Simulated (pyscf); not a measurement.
Cl• (SMILES [Cl]) + H₃C–CH₂–Cl (SMILES CCCl) → Cl–CH₂–Cl (SMILES ClCCl) + CH₃• (SMILES [CH3]) (substitution at C; doublet surface; C–C broken, C–Cl formed). Optimised with ωB97X-D3(BJ)/def2-SVP in PySCF. Energies in kcal/mol from the separated reactants.

```csv
level,barrier,reaction energy
ωB97X-D3(BJ)/def2-TZVP,44.6,+14.0
r²SCAN/def2-TZVP,34.0,+8.9
PBE0-D3(BJ)/def2-TZVP,…,…
M06-2X/def2-TZVP,…,+13.8
ωB97M-D3(BJ)/def2-TZVP,44.2,+14.1
HF/def2-TZVP,64.3,+17.9
```

Task: Complete the blanks.

Result: 
- PBE0-D3(BJ)/def2-TZVP, barrier: 39.2
- PBE0-D3(BJ)/def2-TZVP, reaction energy: +12.5
- M06-2X/def2-TZVP, barrier: 43.2

The functionals in the table span 10.6 kcal/mol in this barrier, from r²SCAN to ωB97X-D3(BJ). On the reactant side the descent ends in what is likely a three-electron adduct, which functionals tend to overbind, 6.6 kcal/mol under the separated species and 51.2 kcal/mol under the saddle at ωB97X-D3(BJ)/def2-TZVP. Abstraction by the radical was not located in this set and often lies lower. This is the saddle that the search found; another between the same sides may lie lower. The angle at the attacked C is 159°. Left out: the spin-orbit lowering of Cl.
